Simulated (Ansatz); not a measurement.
C₄H₃NO, SMILES N=CC#CC=O, a single point in a Gaussian basis

With Ansatz's Python interface.

The script reads `c4h3no.xyz`:
```text
9

N    -2.53150    0.03950   -0.04010
C    -1.61740   -0.67630   -0.58650
C    -0.27760   -0.29700   -0.24530
C     0.84120    0.02910    0.04710
C     2.17590    0.43240    0.40730
O     2.36010    1.37350    1.16480
H    -2.13370    0.77350    0.55790
H    -1.81000   -1.51920   -1.26570
H     2.99290   -0.15540   -0.03950
```

Typed at the interpreter:
```pycon
>>> import json
>>> import warnings
>>> import ansatz
>>> import numpy as np
>>> warnings.simplefilter("ignore", ansatz.DeckWarning)
>>> molecule = ansatz.Crystal.molecule_from_extxyz("c4h3no.xyz")
>>> job = molecule.calculation().basis(gaussian="def2-SVPD").functional("pbe", dispersion="d3bj").forces()
>>> trace = []
>>> outcome = job.session().plan().execute(on_event=trace.append)
>>> report = outcome.report
>>> report["reference_energy_ev"]
-7716.257963216534
>>> for event in trace:
...     if event["event"] == "mean_field_evaluation" and event["data"]["evaluation"] <= 25:
...         print("pass {evaluation:3d}  E = {energy_ev:.6f} eV  gradient {gradient_ev:.1e}".format(**event["data"]))
...
pass   1  E = -7707.321309 eV  gradient 6.3e+01
pass   2  E = -7681.528653 eV  gradient 1.3e+02
pass   3  E = -7712.137639 eV  gradient 4.2e+01
pass   4  E = -7716.214600 eV  gradient 6.7e+00
pass   5  E = -7716.214883 eV  gradient 6.7e+00
pass   6  E = -7716.309293 eV  gradient 2.9e+00
pass   7  E = -7716.329702 eV  gradient 6.4e-01
pass   8  E = -7716.330511 eV  gradient 3.1e-01
pass   9  E = -7716.330709 eV  gradient 1.2e-01
pass  10  E = -7716.331975 eV  gradient 1.4e-01
pass  11  E = -7716.332015 eV  gradient 3.0e-02
pass  12  E = -7716.257783 eV  gradient 2.6e-01
pass  13  E = -7716.257909 eV  gradient 4.8e-02
pass  14  E = -7716.257912 eV  gradient 2.9e-02
pass  15  E = -7716.257914 eV  gradient 4.9e-03
pass  16  E = -7716.257914 eV  gradient 1.4e-03
pass  17  E = -7716.257913 eV  gradient 2.2e-03
pass  18  E = -7716.257913 eV  gradient 5.5e-04
pass  19  E = -7716.257913 eV  gradient 1.8e-04
pass  20  E = -7716.257913 eV  gradient 1.4e-04
pass  21  E = -7716.257913 eV  gradient 2.8e-05
pass  22  E = -7716.257913 eV  gradient 2.8e-05
>>> print("reference energy %16.6f eV" % report["reference_energy_ev"])
reference energy     -7716.257963 eV
>>> print("total energy     %16.6f eV" % report["free_energy_ev"])
total energy         -7716.430452 eV
>>> print("occupied orbitals outside the frozen core (up, down):", report["n_occupied"], " frozen:", report["n_frozen"], " virtual:", report["n_virtual"])
occupied orbitals outside the frozen core (up, down): [21, 21]  frozen: 0  virtual: [126, 126]
>>> field = report["mean_field"]
>>> print("<S^2> =", round(abs(field["state"]["spin_squared"]), 4), " all-electron relativity setting:", field["relativity"])
<S^2> = 0.0  all-electron relativity setting: none
>>> print("passes:", field["passes"])
passes: {'evaluations': 20, 'products': 13}
>>> if "symmetry" in field:
...     print("occupied orbitals by irrep:", field["symmetry"]["occupied"])
...
occupied orbitals by irrep: [{'A': 21}, {'A': 21}]
>>> symbols = [site.symbol for site in molecule.cartesian_sites]
>>> forces = np.array(report["forces_ev_ang"])
>>> print("largest force", round(float(np.linalg.norm(forces, axis=1).max()), 4), "eV/A, rms", round(float(np.sqrt((forces ** 2).mean())), 4))
largest force 3.0653 eV/A, rms 0.9697
>>> charges = report["charge_distribution"]
>>> print("dipole moment", round(4.803205 * float(np.linalg.norm(charges["dipole_moment_e_ang"])), 3), "D")
dipole moment 2.572 D
>>> print("Mulliken:", [(s, round(q, 3)) for s, q in zip(symbols, charges["mulliken_charges_e"])])
Mulliken: [('N', -0.176), ('C', 0.412), ('C', 0.082), ('C', 0.026), ('C', 0.304), ('O', -0.326), ('H', 0.07), ('H', -0.224), ('H', -0.168)]
>>> with open("c4h3no.json", "w") as handle:
...     json.dump({k: report[k] for k in ("free_energy_ev", "reference_energy_ev", "n_occupied", "n_virtual")}, handle, indent=1)
...
```

`c4h3no.json`, as written:
```json
{
 "free_energy_ev": -7716.430452179725,
 "reference_energy_ev": -7716.257963216534,
 "n_occupied": [
  21,
  21
 ],
 "n_virtual": [
  126,
  126
 ]
}
```

What to keep in mind:
- Total energies depend on the basis set; only differences at equal settings carry meaning.
- The geometry is a force-field or estimated start, not a minimum of this method, and the basis set is short of its limit.
- Total less reference energy is the dispersion correction.
- Mulliken charges are unreliable in a basis with diffuse functions.
- Early passes use coarser integrals and grids, so their energies can't be compared with the last.
- Run time: 5.1 s on 1 thread of Arm Neoverse V1, on a shared host, peak memory 0.23 GiB.
